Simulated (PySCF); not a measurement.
Record of a relaxation.

CH6NP.
Bonds: C1–N2, N2–P3 (double). Hydrogens: H4, H5, H6 on C1; H7, H8, H9 on P3.

Computed by this run: PBE0-D3(BJ)/def2-SVP geometry optimisation, gas phase (PySCF 2.14.0); density fitting, grid level 1; the optimiser is geomeTRIC in internal coordinates, started from a GFN2-xTB structure with every atom displaced at random (about 0.01 Å). The frame can shift and turn from step to step; on so coarse a grid that alone can change the energy by a few meV, and forces under 0.02 eV/Å are noise.

Step 0: E = -11900.2608 eV, largest atomic force 2.314 eV/Å
```
atom  x, y, z in Å  |  force x, y, z in eV/Å
C1     -1.378   -0.263   -0.033   -0.488   2.024  -1.008
N2     -0.199    0.300   -0.624   -1.095  -0.140  -0.225
P3      1.218    0.246   -0.050    1.101   0.372   0.211
H4     -1.324   -1.320    0.086   -0.128  -1.472   0.264
H5     -2.211   -0.014   -0.742    0.175  -0.425   0.545
H6     -1.643    0.217    0.927   -0.083  -0.169   0.156
H7      1.946   -0.958    0.168    0.119  -0.445   0.042
H8      2.050    0.905   -0.957    0.459   0.169  -0.114
H9      1.597    0.869    1.192   -0.061   0.085   0.130
```

Step 1: E = -11900.3628 eV, largest atomic force 0.496 eV/Å
```
atom  x, y, z in Å  |  force x, y, z in eV/Å
C1     -1.550   -0.484    0.042    0.041  -0.490   0.063
N2     -0.415    0.093   -0.615    0.076   0.097  -0.088
P3      1.038    0.073   -0.059    0.008  -0.079   0.055
H4     -1.481   -1.596    0.167   -0.027   0.325  -0.029
H5     -2.464   -0.307   -0.548    0.017   0.058  -0.069
H6     -1.749   -0.072    1.050   -0.021   0.052   0.085
H7      1.747   -1.169    0.164   -0.008   0.040  -0.020
H8      1.932    0.740   -0.931   -0.101  -0.022   0.011
H9      1.369    0.686    1.206    0.016   0.018  -0.008
```

Step 2: E = -11900.3669 eV, largest atomic force 0.139 eV/Å
```
atom  x, y, z in Å  |  force x, y, z in eV/Å
C1     -1.550   -0.489    0.043   -0.068  -0.121   0.013
N2     -0.411    0.089   -0.608   -0.021   0.008   0.005
P3      1.040    0.067   -0.049    0.082   0.016  -0.029
H4     -1.492   -1.594    0.167    0.011   0.079  -0.010
H5     -2.452   -0.299   -0.563   -0.004   0.010   0.007
H6     -1.759   -0.073    1.051    0.000   0.011  -0.008
H7      1.761   -1.167    0.161   -0.010   0.006   0.017
H8      1.909    0.740   -0.935    0.013   0.005  -0.001
H9      1.382    0.691    1.208   -0.004  -0.014   0.007
```

Step 3: E = -11900.3673 eV, largest atomic force under 0.02 eV/Å
```
atom  x, y, z in Å  |  force x, y, z in eV/Å
C1     -1.552   -0.491    0.043   -0.019  -0.001  -0.001
N2     -0.411    0.089   -0.607    0.007   0.004   0.012
P3      1.042    0.068   -0.051   -0.014  -0.005  -0.002
H4     -1.492   -1.593    0.167    0.010  -0.004  -0.002
H5     -2.453   -0.300   -0.564    0.004   0.002   0.004
H6     -1.763   -0.073    1.050    0.003   0.002  -0.012
H7      1.762   -1.165    0.163    0.004  -0.003   0.001
H8      1.912    0.742   -0.935    0.003   0.002  -0.003
H9      1.384    0.689    1.208    0.003   0.002   0.002
```

Step 4: E = -11900.3673 eV, largest atomic force under 0.02 eV/Å
```
atom  x, y, z in Å  |  force x, y, z in eV/Å
C1     -1.553   -0.491    0.042   -0.001   0.001  -0.001
N2     -0.411    0.089   -0.606    0.007   0.005   0.008
P3      1.042    0.068   -0.049   -0.009  -0.001  -0.006
H4     -1.490   -1.593    0.166    0.001  -0.005   0.001
H5     -2.453   -0.301   -0.566    0.002   0.000  -0.002
H6     -1.765   -0.073    1.049   -0.001   0.001  -0.002
H7      1.762   -1.166    0.163    0.000  -0.001   0.001
H8      1.912    0.742   -0.934    0.001   0.000   0.001
H9      1.384    0.688    1.209    0.001   0.001   0.000
```

Q: Summarise the path.

A: The energy falls by 0.1066 eV from step 0 to step 4; nine tenths of that is first reached at step 1. It falls at every step. The largest force goes from 2.314 to under 0.02 eV/Å. Among the bonds C1–H4 changes most, from 1.065 to 1.110 Å; the atoms move by 0.053 Å rms after alignment.

What follows is the cost of the whole optimisation. Time: 5.8 s; peak memory 0.32 GiB. Hardware: one thread, Arm Neoverse V2 (aarch64), shared host.
